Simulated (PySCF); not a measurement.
Basis and Hamiltonian dependence of the ionisation energy of Al

Al [Ne] 3s2 3p1 (2P) → Al⁺ [Ne] 3s2 (1S). Calculated with PySCF 2.14 from differences of total energies of unrestricted determinants, without spin-orbit coupling. Values in eV.

```json
{"basis": "ANO-RCC-VTZP", "Hamiltonian": "spin-free X2C", "functions": "34", "UHF": "5.590", "PBE": "6.060", "PBE0": "6.084", "MP2 (valence)": "5.812", "CCSD(T) (valence)": "5.931", "CCSD(T) (valence and next inner shell)": "5.914"}
{"basis": "pcseg-2", "Hamiltonian": "non-relativistic", "functions": "34", "UHF": "5.557", "PBE": "6.069", "PBE0": "6.084", "MP2 (valence)": "5.684", "CCSD(T) (valence)": "5.733", "CCSD(T) (valence and next inner shell)": "n/a"}
{"basis": "cc-pVTZ-DK", "Hamiltonian": "spin-free X2C", "functions": "34", "UHF": "5.587", "PBE": "6.056", "PBE0": "6.077", "MP2 (valence)": "5.809", "CCSD(T) (valence)": "5.932", "CCSD(T) (valence and next inner shell)": "n/a"}
{"basis": "def2-TZVP", "Hamiltonian": "non-relativistic", "functions": "37", "UHF": "5.595", "PBE": "n/a", "PBE0": "n/a", "MP2 (valence)": "5.805", "CCSD(T) (valence)": "5.925", "CCSD(T) (valence and next inner shell)": "n/a"}
{"basis": "x2c-TZVPall", "Hamiltonian": "spin-free X2C", "functions": "37", "UHF": "5.587", "PBE": "n/a", "PBE0": "n/a", "MP2 (valence)": "5.799", "CCSD(T) (valence)": "5.921", "CCSD(T) (valence and next inner shell)": "n/a"}
{"basis": "def2-TZVPPD", "Hamiltonian": "non-relativistic", "functions": "48", "UHF": "5.595", "PBE": "6.064", "PBE0": "6.083", "MP2 (valence)": "5.812", "CCSD(T) (valence)": "5.935", "CCSD(T) (valence and next inner shell)": "5.914"}
{"basis": "aug-cc-pVTZ-DK", "Hamiltonian": "spin-free X2C", "functions": "50", "UHF": "5.589", "PBE": "6.061", "PBE0": "6.079", "MP2 (valence)": "5.815", "CCSD(T) (valence)": "5.937", "CCSD(T) (valence and next inner shell)": "n/a"}
{"basis": "x2c-TZVPPall with one added diffuse shell each of s, p, d type", "Hamiltonian": "spin-free X2C", "functions": "51", "UHF": "5.590", "PBE": "6.063", "PBE0": "6.080", "MP2 (valence)": "5.809", "CCSD(T) (valence)": "5.934", "CCSD(T) (valence and next inner shell)": "5.912"}
{"basis": "aug-cc-pCVTZ-DK", "Hamiltonian": "spin-free X2C", "functions": "75", "UHF": "5.589", "PBE": "6.061", "PBE0": "6.079", "MP2 (valence)": "5.814", "CCSD(T) (valence)": "5.938", "CCSD(T) (valence and next inner shell)": "5.922"}
{"basis": "def2-QZVPPD", "Hamiltonian": "non-relativistic", "functions": "76", "UHF": "5.609", "PBE": "6.078", "PBE0": "6.098", "MP2 (valence)": "5.852", "CCSD(T) (valence)": "5.968", "CCSD(T) (valence and next inner shell)": "5.946"}
{"basis": "aug-cc-pVQZ-DK", "Hamiltonian": "spin-free X2C", "functions": "84", "UHF": "5.598", "PBE": "6.067", "PBE0": "6.087", "MP2 (valence)": "5.843", "CCSD(T) (valence)": "5.956", "CCSD(T) (valence and next inner shell)": "n/a"}
{"basis": "aug-cc-pV(Q+d)Z with one added diffuse shell each of s, p, d, f, g type", "Hamiltonian": "non-relativistic", "functions": "114", "UHF": "5.608", "PBE": "6.077", "PBE0": "6.097", "MP2 (valence)": "5.853", "CCSD(T) (valence)": "n/a", "CCSD(T) (valence and next inner shell)": "n/a"}
{"basis": "aug-cc-pCVQZ-DK", "Hamiltonian": "spin-free X2C", "functions": "134", "UHF": "5.600", "PBE": "6.070", "PBE0": "6.089", "MP2 (valence)": "5.847", "CCSD(T) (valence)": "n/a", "CCSD(T) (valence and next inner shell)": "n/a"}
```

Problem. Estimate the row for aug-cc-pV(5+d)Z (non-relativistic, 136 functions).

Solution. From the rows with the same Hamiltonian and similar size; the calculation gives UHF 5.61; PBE 6.08; PBE0 6.10; MP2 (valence) 5.87 (eV).

Extrapolation of CCSD(T) (valence) from aug-cc-pVTZ-DK and aug-cc-pVQZ-DK: the correlation parts are 0.348 and 0.359 eV; with the X⁻³ form and unrounded values, (4³ × 0.359 − 3³ × 0.348)/(4³ − 3³) = 0.366 eV, and adding the Hartree-Fock value 5.598 eV of the larger basis gives 5.964 eV.

Extrapolation of MP2 (valence) from aug-cc-pCVTZ-DK and aug-cc-pCVQZ-DK: the correlation parts are 0.225 and 0.247 eV; with the X⁻³ form and unrounded values, (4³ × 0.247 − 3³ × 0.225)/(4³ − 3³) = 0.263 eV, and adding the Hartree-Fock value 5.600 eV of the larger basis gives 5.863 eV.

Frozen in the all-electron rows: valence and next inner shell: 1s2; valence: [Ne].

Reference for a calculation without spin-orbit coupling: 5.977 eV (measured, between term centres; NIST).
